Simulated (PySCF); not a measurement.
# Calculated NMR parameters of CN(C)P(C)C

```
Formula                               : C4H12NP
SMILES                                : CN(C)P(C)C
InChI                                 : InChI=1S/C4H12NP/c1-5(2)6(3)4/h1-4H3
Point group of the computed structure : C1
Carbon signals                        : 2
Proton signals                        : 2
```

Bonds (- single, = double, # triple, : aromatic): C1-N2, N2-C3, N2-P4, P4-C5, P4-C6. C1 carries H7, H8, H9; C3 carries H10, H11, H12; C5 carries H13, H14, H15; C6 carries H16, H17, H18.

One computed conformer, fast rotation and ring inversion assumed for equivalent nuclei, in vacuum, non-relativistic Hamiltonian. Geometry: PBE0-D3(BJ)/def2-TZVP; shieldings: GIAO B97-2/pcSseg-2; PySCF.

References, each an isolated molecule treated in the same way: TMS for 1H (σref 31.64), 13C (σref 185.38); H3PO4 for 31P (σref 317.21); 15N (σref 261.75) against NH3.

| carbon | δC, type | δH (multiplicity) | HMBC from (2–3 bonds) | span of the C tensor (ppm) |
| --- | --- | --- | --- | --- |
| C1/C3 | 43.4, CH3 | 2.27 (m) | H7/H8/H9/H10/H11/H12 | 66 |
| C5/C6 | 19.7, CH3 | 1.09 (m) | H13/H14/H15/H16/H17/H18 | 35 |

Other nuclei:
```tsv
atoms	nucleus	environment	δ (ppm)	σ (ppm)
P4	31P	phosphorus bonded to 2 C, N	54.4	262.8
N2	15N	nitrogen bonded to 2 C, P	43.8	218.0
```

- δC 43.4: methyl carbon bonded to N; pulled downfield by the heteroatom.
- δC 19.7: methyl carbon bonded to P.
- δH 2.27: hydrogen on a methyl carbon bonded to N; its carbon carries N, an electronegative neighbour.
- δH 1.09: hydrogen on a methyl carbon bonded to P.

Splittings by 31P in the carbon and heteronuclear signals aren't shown, as no couplings were computed. Shifts are as computed. Against solution values, carbons near 30 ppm lie about +3 ppm off and those near 130 ppm about +7 ppm. Of 1211 compounds with measured shifts, 218 miss one by over three times the rms of a fit or turn the order of signals round; such compounds aren't used in these exercises. Experimental scales use liquid or dissolved standards, which lie at an offset from isolated NH3 (liquid NH3: subtract about 20 ppm) and H3PO4. No couplings were computed; multiplicities are counted from neighbouring protons, with m where these are inequivalent, close in shift, in a saturated or five-membered ring or joined by F or P, and br s for small geminal =CH2 splittings.
